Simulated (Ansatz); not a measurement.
# C3H3Cl3: the cost of one run

Method: the levels named in each step, in Ansatz 0.2.0.

## (1) The starting structure

Bond lengths: C1–C2 1.195 Å, Cl3–C4 1.769 Å, C4–Cl5 1.769 Å, C4–Cl6 1.769 Å, C1–H7 1.050 Å, C2–H8 1.050 Å, C4–H9 1.097 Å. Angles: C1–C2–H8 179.7°, C2–C1–H7 179.5°, Cl3–C4–Cl5 110.1°, Cl3–C4–Cl6 110.1°, Cl3–C4–H9 108.4°, Cl5–C4–Cl6 110.2°, Cl5–C4–H9 109.0°, Cl6–C4–H9 109.1°.

As a file:

```xyz
9

C     1.8459   -2.5728    0.0528
C     2.1652   -2.3725    1.1868
Cl   -0.6772   -0.2340   -1.6014
C    -0.1154    0.1918    0.0211
Cl   -1.4826    0.2452    1.1425
Cl    0.7090    1.7566   -0.0136
H     1.5716   -2.7556   -0.9446
H     2.4447   -2.2011    2.1845
H     0.5906   -0.5776    0.3559
```

## (2) A rough first relaxation, PBE-D4/def2-SVP

This run stands in another session on the same molecule. It ended at:

```xyz
9

C     1.8066   -2.5552    0.0743
C     2.2713   -2.5002    1.2019
Cl   -0.4834   -0.4275   -1.6044
C    -0.1521    0.2579    0.0193
Cl   -1.6335    0.3093    1.0071
Cl    0.6094    1.8632   -0.1067
H     1.3766   -2.5768   -0.9193
H     2.6927   -2.4676    2.1984
H     0.5644   -0.4231    0.5135
```

## (3) Relaxation, HF/STO-3G

File input.yaml:

```yaml
crystal:
  periodic: [false, false, false]
  atoms:
    - { symbol: C, position_ang: [1.80655378, -2.55523669, 0.07425231] }
    - { symbol: C, position_ang: [2.2712794, -2.50016617, 1.20188118] }
    - { symbol: Cl, position_ang: [-0.48339787, -0.4275142, -1.60436422] }
    - { symbol: C, position_ang: [-0.15213674, 0.25788095, 0.01932118] }
    - { symbol: Cl, position_ang: [-1.63346493, 0.30934038, 1.00710373] }
    - { symbol: Cl, position_ang: [0.60935568, 1.86316695, -0.10670229] }
    - { symbol: H, position_ang: [1.37655865, -2.57677815, -0.9192775] }
    - { symbol: H, position_ang: [2.69274501, -2.46761933, 2.19839761] }
    - { symbol: H, position_ang: [0.56435703, -0.42310374, 0.513458] }
basis:
  gaussian: { orbitals: STO-3G }
hamiltonian:
  xc: hf
relax:
  f_tol: 0.002
  max_steps: 150
```

Started as:

```bash
$ ansatz run input.yaml --threads 4 --pin off --max-ram 10240MiB --backend cpu --events-out ev --progress --plain --runs-dir out
```

What time and memory should one allow on 4 threads of AMD EPYC 9R45 (Zen 5), shared host?

About 4.7 s, with a peak of 0.12 GiB.
